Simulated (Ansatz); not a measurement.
# PF2 (doublet): the correlation ladder, cc-pVDZ

An exercise on one series of results from a longer session: the logs are not shown, and one member is left open.

Computed with Ansatz 0.2.0, Gaussian basis. Level: cc-pVDZ, core rule «outside noble gas», up to 7 orbitals frozen.

Plan: UHF; CCSD(T) on ROHF; CCSD(T) on UHF; BCCD(T) on ROHF; CISD; CCSDT(Q) on ROHF; CCSDT(Q) on UHF; CASSCF and MRCISD+Q, 15 electrons in 10 orbitals; CASSCF and NEVPT2, 15 electrons in 10 orbitals.

20 further runs of the same task are left out: 11 that didn't finish, 9 set aside as unsound or not needed.

## The geometry

The geometry is a PBE0/def2-TZVP stationary point (not a proven minimum).

3 atoms, charge 0, spin multiplicity 2.

Atoms are counted from 1 here; the program's logs count them from 0.

Bond lengths: F1–P2 1.584 Å, P2–F3 1.584 Å. Angles: F1–P2–F3 98.7°.

The first run:

Input file in.yaml:

```yaml
crystal:
  periodic: [false, false, false]
  atoms:
    - {symbol: F, position_ang: [0.000000, -0.463276, 1.202212]}
    - {symbol: P, position_ang: [0.000000, 0.568321, 0.000000]}
    - {symbol: F, position_ang: [0.000000, -0.463276, -1.202212]}
basis:
  gaussian: {orbitals: cc-pVDZ}
magnetization: {spin_polarized: true, initial_magnetization: 1}
hamiltonian: {xc: hf}
output: {orbitals: {seedname: orbitals}}
```

Started as:

```bash
> ansatz run in.yaml --threads 1 --pin off --events-out ev --progress --plain --max-ram 2393MiB
```

Steps of the session up to this table: UHF; CCSD(T) on ROHF; CCSD(T) on UHF; BCCD(T) on ROHF; CISD; CCSDT(Q) on ROHF; CCSDT(Q) on UHF; CASSCF and MRCISD+Q, 15 electrons in 10 orbitals; CASSCF and NEVPT2, 15 electrons in 10 orbitals.

One table of the session follows, with a row left open; its other results are not shown here.

It belongs to the step «Misses and costs». 

| method | from UCCSDT(Q) (kcal/mol) |
| --- | --- |
| ROHF | ? |
| UHF | +307.92 |
| RMP2 | +15.72 |
| UMP2 | +16.36 |
| CISD | +35.25 |
| RCCSD | +7.06 |
| UCCSD | +7.01 |
| RCCSD(T) | +1.12 |
| UCCSD(T) | +1.13 |
| BCCD(T) | +0.95 |
| RCCSDT | +0.74 |
| UCCSDT | +0.74 |
| RCCSDT(Q) | +0.09 |
| UCCSDT(Q) | 0 |
| CASSCF valence | +277.27 |
| NEVPT2 valence | +32.48 |
| MRCISD valence | +27.38 |
| MRCISD+Q valence | +5.00 |

Estimate the missing values for ROHF.

As computed: from UCCSDT(Q) (kcal/mol): +311.50. In the column «from UCCSDT(Q) (kcal/mol)» it is the highest.

With the free atoms at the same levels and basis (separate runs), the atomisation energy is 7.695 eV at UCCSDT(Q), 7.668 eV at RCCSD(T), 7.665 eV at UCCSD(T), 4.921 eV at ROHF.

Limits of these values: Restricted and unrestricted rows rest on different reference determinants; where their highest levels disagree by more than a few hundredths of an eV, they describe different states and don't form one ladder.
